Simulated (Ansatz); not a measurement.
```xyz
11

C     0.378   -2.124   -1.262
C     0.472   -1.062   -0.706
C     0.580    0.201   -0.043
C    -0.580    1.166   -0.081
C    -0.244    0.469    1.192
H     0.295   -3.063   -1.754
H     1.571    0.642   -0.063
H    -0.342    2.218   -0.174
H    -1.462    0.845   -0.619
H     0.228    1.036    1.985
H    -0.897   -0.327    1.524
```

Charge 0, multiplicity 1.

Problem. List the r2SCAN/def2-TZVPP orbital energies in eV (Ansatz). (Estimate.)

Solution. Ansatz gave: Occupied: -274.02, -273.45, -273.44, -273.07, -272.69, -23.08, -19.43, -16.54, -15.79, -13.76, -12.93, -12.41, -10.09, -9.42, -8.71, -8.28, -6.66, -6.22. Lowest empty: 0.32, 0.46, 1.84, 1.91, 2.50, 2.62, 2.99, 3.65.
